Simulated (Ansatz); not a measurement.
A calculation with Ansatz (development build ahead of 0.2.0).

```yaml
crystal:
  periodic: [false, false, false]
  atoms:
    - { symbol: B, position_ang: [0.0, 0.0, 0.0] }
    - { symbol: Si, position_ang: [0.0, 0.0, 2.73] }
basis:
  gaussian: { orbitals: pcseg-2 }
magnetization:
  spin_polarized: true
  initial_magnetization: 1
hamiltonian:
  xc: hf
```

The input is written out in the form of the current development build from the run's settings.

Results

```yaml
Converged: yes
Total_energy: -313.39769 hartree
Spin_squared_of_the_determinant: 1.831
Stability_test: minimum
```

Caution: the unrestricted determinant is a mixture of spin states.
